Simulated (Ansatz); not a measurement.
System: diamond-structure Ge. Method: HSE06-D3(BJ) (plane waves, PAW; Ansatz, a program for electronic structure).

Input file:

Ansatz 0.2 input:
```yaml
crystal:
  lattice:
    - [0.0, 2.7863384002, 2.7863384002]
    - [2.7863384002, 0.0, 2.7863384002]
    - [2.7863384002, 2.7863384002, 0.0]
  atoms:
    - { symbol: Ge, position: [0.0, 0.0, 0.0] }
    - { symbol: Ge, position: [0.25, 0.25, 0.25] }
basis:
  ecutwfc: 460
  ecutrho_ratio: 4
  xc_grid: 2
kpoints:
  mp_grid: { grid: [8, 8, 8] }
hamiltonian:
  xc: hse06
  dispersion: d3bj
  pseudopotentials: { kind: paw }
scf:
  occupations: { method: fermi_dirac, width: 0.01 }
  convergence: { dr2_threshold: 0.0000000002 }
output:
  forces: true
  stress: true
  eigenvalues: true
```

How many irreducible k-points, plane waves at Γ does the program set up, and what pressure does the run end with?

29 irreducible k-points, 941 plane waves at Γ; P = 2.12 GPa, so the cell is compressed on average and its volume would grow at this level.

The run printed, among other lines:

```
WARN output.stress: scf.exx.energy_threshold = 1e-6 eV is looser than the 2e-8 eV advised for a stress under a hybrid functional (1e-8 eV for each atom of the …
Crystal: 2 atoms, lattice volume = 43.264 Å³
Basis set: ecut = 460 eV, 941 PW (Γ), exchange–correlation on 60×60×60 points (8 copies of the dense FFT grid, shifted against one another)
Bands: 18, of which v1, the nominal top of the filled ones, is band 14 counted from 1 (13 counted from 0)
Symmetry: 48 space group operations
Space group: Fd-3m (ITA 227), of the structure as read, at distance tolerance 3.5e-5 Å
k-points: 29 of 512
SCF iter   1: F=—  HF=-8590.653322 eV  |F-HF|=—  |Δ(HF+E_count)|=         —  Δρ=7.47e-4  dr2=1.90e-4
SCF iter   2: F=—  HF=-8590.653758 eV  |F-HF|=—  |Δ(HF+E_count)|=   4.37e-4  Δρ=3.61e-4  dr2=4.11e-5
  ...
Crystal: 2 atoms, lattice volume = 43.264 Å³
Initial density: handed on by an earlier stage of this run
Crystal: 2 atoms, lattice volume = 43.264 Å³
SCF iter   5: F=—  HF=-8592.455944 eV  |F-HF|=—  |Δ(HF+E_count)|=   1.13e-8  Δρ=8.54e-7  dr2=2.40e-10
SCF iter   6: F=-8592.455944 eV  HF=-8592.455944 eV  |F-HF|=3.64e-12  |Δ(HF+E_count)|=  5.46e-11  Δρ=5.83e-8  dr2=3.74e-11
SCF 3 converged in 6 iterations: F = -8592.455944 eV  dr2 = 3.74e-11
Free energy (F): -8592.455944 eV
Internal energy: -8592.455944 eV  (E = F + TS)
E sigma→0 (E₀):  -8592.455944 eV
Fermi energy:    9.354195 eV
--- Forces (eV/Å), atoms counted from 1 ---
  atom   1  Ge     0.00000000     0.00000000    -0.00000000
  atom   2  Ge     0.00000000     0.00000000     0.00000000
--- Stress (GPa, compression-positive) ---
        2.117387      -0.000000       0.000000
        0.000000       2.117387      -0.000000
       -0.000000       0.000000       2.117387
  P = ⅓ Tr σ = 2.1174 GPa (21.174 kbar)
```

The cell is one volume of an energy–volume scan, off the minimum.

The PAW data were made under PBE.
